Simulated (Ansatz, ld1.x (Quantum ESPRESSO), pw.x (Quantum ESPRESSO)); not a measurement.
calcium: one change to the RRKJ potential, in the atom and in the fcc crystal

Ca, norm-conserving RRKJ (Kleinman–Bylander form), made with ld1.x (Quantum ESPRESSO) 7.5 (PBE, scalar-relativistic). Core [Ar], reference 3d0 4s2 4p0. Waves: 4p (bound, empty): rc 3.10 bohr; 3d (bound, empty): rc 3.10 bohr; 4s (bound): rc 2.90 bohr. Local part: the s channel. Core correction: none. rho0 = 0.02.

Change: core correction a·sin(br)/r model core inside 1.64 bohr.

Cutoffs, loose and tight: the cutoffs (Ry, on a coarse ladder) from which the occupation-weighted sum of valence levels, in a spherical-Bessel basis at the reference potential, stays within 10 and 1 mRy of its value at 400 Ry. They do not see the model core or the augmentation charge, which bear on the density cutoff. Test errors are all-electron minus pseudo excitation energies from the reference, over the configurations 3d0 4s1 4p0; 3d0 4s1.5 4p0; 3d0 4s1 4p1; 3d0.5 4s1.5 4p0; 3d1 4s0 4p0; 3d0 4s0 4p2; 3d0 4s0 4p1; variants that change the core or the reference have their own tests.

Crystal test: fcc Ca in pw.x 7.5, no spin, 10³ k-points, Fermi–Dirac smearing 0.01 Ry, cutoffs set for each file from its atomic test. The reference is all-electron LAPW (Ansatz 0.2.0) with the same functional, mesh and smearing; V0 and B0 come from Birch–Murnaghan fits to the pressures at five volumes. Errors are pseudo minus all-electron; Δ is the rms difference of the E(V) curves that follow from these fits, minima aligned, over ±6 % about the mean V0. Mesh and smearing are coarse, so the numbers serve the comparison and aren't converged zero-temperature values; the lattice is a test structure that the element need not adopt.

All-electron: a0 = 5.529 Å (V0 = 42.26 Å³/atom), B0 = 17.4 GPa.

Q: Does the change bring the crystal closer to the all-electron result?

A: The mean pressure error goes from -1.06 to +0.28 GPa, so the change moves the solid closer to the all-electron pressures.

```tsv
quantity	base	changed
outcome (atom)	generated	generated
cutoff, loose (atom)	6 Ry	6 Ry
cutoff, tight (atom)	10 Ry	10 Ry
bound ghosts (atom)	none	none
largest test error (meV) (atom)	+353 over the solved tests; 1 of 7 tests not solved or not reliable	+40
cutoffs in pw.x (Ry)	35/140	50/200
a0 (Å)	–	5.557
a0 error (%)	–	+0.51
B0 error (%)	–	+1.9
Δ (meV/atom)	–	2.5
mean pressure error (GPa)	-1.06	+0.28
```

A dash: not determined, or the minimum lies outside the volumes sampled.

Base: This is a poor potential for the solid. Atomic configuration tests: 1 of 7 tests not solved or not reliable. The cutoffs count occupied waves only; the empty 3d level needs 15 Ry at the loose tolerance. Changed file: This is a poor potential for the solid. The free energy does not fall steadily as the cutoff rises, most likely since the density grid, which shrinks with it, is too coarse for the model core; the lower cutoffs are not converged. The cutoffs count occupied waves only; the empty 3d level needs 15 Ry at the loose tolerance. The atomic cutoffs weigh occupied waves only.
